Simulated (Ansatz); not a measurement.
Input file:

```yaml
crystal:
  periodic: [false, false, false]
  atoms:
    - {symbol: O, position_ang: [0.000000, -0.313583, 1.598105]}
    - {symbol: C, position_ang: [0.000000, 0.436706, 0.668068]}
    - {symbol: Si, position_ang: [0.000000, -0.063363, -1.223700]}
    - {symbol: H, position_ang: [0.000000, 1.539364, 0.769440]}
basis:
  gaussian: {orbitals: def2-SVP}
total_charge: 1
magnetization: {spin_polarized: false, initial_magnetization: 4}
correlation: {method: mp2, electrons: valence}
accuracy: high
scf: {lower_state_search: off}
```

```sh
$ ansatz run in.yaml --threads 1 --pin off --events-out ev --progress --plain --max-ram 2393MiB
```

Q: Roughly how long does this take on 1 thread of Arm Neoverse V1, shared host, and how much host memory?

A: 0.57 s wall and 0.1 GiB.

```
these checks for a lower state are left out or cut short: stability, starts, cluster_reference, orbital_swaps, neighbouring_geometries, increment
1023 factors; integrals over basis functions are off by at most 3.6e-9 eV
mean field evaluation 1: about -10917.5057 eV, gradient 4.7e1 eV
mean field evaluation 2: about -10917.6330 eV, gradient 4.7e1 eV
mean field evaluation 4: about -10925.9229 eV, gradient 1.2e1 eV
mean field evaluation 8: about -10927.6813 eV, gradient 8.4e-1 eV
mean field evaluation 16: about -10927.7235 eV, gradient 1.4e-4 eV
mean field -10927.72349156 eV, -401.5864312378 hartree, gradient 7.8e-8 eV, S^2 6.000000; 0 other end points of the search recorded, 0 dependent functions left out
7 core orbitals not correlated: weight in the atoms' cores, before any rotation towards them, 1.000 or more for the frozen orbitals, at most 0.000 for the correlated occupied ones
reference -10927.72349156 eV, -401.5864312378 hartree; 9, 5 occupied and 35, 39 virtual orbitals, 1023 factors
second order -8.11279128 eV of doubles, -0.13574221 eV of singles
Total energy: -10935.97202504 eV, -401.8895592522 hartree
Checks for a lower state left out: stability, starts, cluster_reference, orbital_swaps, neighbouring_geometries, increment
```
